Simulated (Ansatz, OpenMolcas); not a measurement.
## P2H2 (phosphanylidenephosphane): methods side by side

P2H2: 4 atoms, total charge 0, spin state singlet. SMILES: `[H]/P=P/[H]`. The shape is that of a GFN2-xTB optimisation.

```csv
atom,x (Å),y (Å),z (Å)
P,-0.0244,-1.0036,0.0883
P,0.0244,1.0035,-0.0883
H,1.0373,-1.0676,1.0033
H,-1.0373,1.0677,-1.0034
```

Each level gives the energy change with the P2–H4 bond stretched from 1.403 to 3.508 Å (eV). The values are calculated.

```
                      level                    kind     program  value (eV)  CPU time (all runs)
     HF/STO-3G (restricted)            Hartree–Fock      Ansatz        9.27               0.23 s
    PBE/STO-3G (restricted)                     GGA      Ansatz        5.89                2.1 s
 revPBE/STO-3G (restricted)                     GGA      Ansatz        5.76                1.7 s
 r2SCAN/STO-3G (restricted)                meta-GGA      Ansatz        6.28                  5 s
 M06-2X/STO-3G (restricted)         hybrid meta-GGA  OpenMolcas        7.47                8.3 s
r2SCAN0/STO-3G (restricted)         hybrid meta-GGA      Ansatz        7.10                4.7 s
wB97M-V/STO-3G (restricted)  range-separated hybrid      Ansatz        7.61                 24 s
RPA@PBE/STO-3G (restricted)                     RPA      Ansatz        4.95                  3 s
    MP2/STO-3G (restricted)     perturbation theory      Ansatz        4.94               0.32 s
   CISD/STO-3G (restricted)   coupled cluster or CI  OpenMolcas        5.35                3.4 s
```

The first shape isn't each level's own minimum. The values span 4.94 to 9.27 eV. All rows use very small basis sets, so none should be taken for the real molecule's value. In so small a basis fixed costs decide the times, and correlated methods can beat functionals. CPU times are rough (shared hosts, several kinds of processor and program).
